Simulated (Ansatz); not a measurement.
# CHOSi: the cost of one run

Method: BLYP-D4/def2-SVP; program: Ansatz 0.2.0, Gaussian basis.

### 1 Starting geometry

SMILES `OC#[Si-]`, 4 atoms, charge -1, spin multiplicity 1.

Atoms are counted from 1 here; the program's logs count them from 0.

Bond lengths: O1–C2 1.455 Å, O1–H4 0.964 Å, C2–Si3 1.678 Å. Angles: C2–O1–H4 107.9°, O1–C2–Si3 153.0°.

Geometry (Å):

| atom | x (Å) | y (Å) | z (Å) |
| --- | --- | --- | --- |
| O1 | -0.7909 | 0.5801 | -0.5187 |
| C2 | -0.1864 | -0.5365 | 0.1909 |
| Si3 | 1.0966 | -1.3082 | 0.9497 |
| H4 | -0.1193 | 1.2646 | -0.6219 |

### 2 The run

Input file md/in.yaml:

```yaml
crystal:
  periodic: [false, false, false]
  atoms:
    - {symbol: O, position_ang: [-0.790930, 0.580090, -0.518720]}
    - {symbol: C, position_ang: [-0.186380, -0.536530, 0.190930]}
    - {symbol: Si, position_ang: [1.096640, -1.308160, 0.949720]}
    - {symbol: H, position_ang: [-0.119340, 1.264600, -0.621930]}
basis:
  gaussian: {orbitals: def2-SVP}
total_charge: -1
hamiltonian: {xc: {name: BLYP}, dispersion: d4}
md: {n_steps: 30, timestep: 0.75, temperature: 200, ensemble: nve, seed: 257, initial_velocities: maxwell_boltzmann}
```

Run with:

```bash
$ ansatz run in.yaml --threads 2 --pin off --events-out ev --progress --plain --max-ram 3481MiB
```

What time and memory should one allow on 2 threads of Intel Xeon at 2.60GHz, shared host?

About 12 s, with a peak of 0.12 GiB.
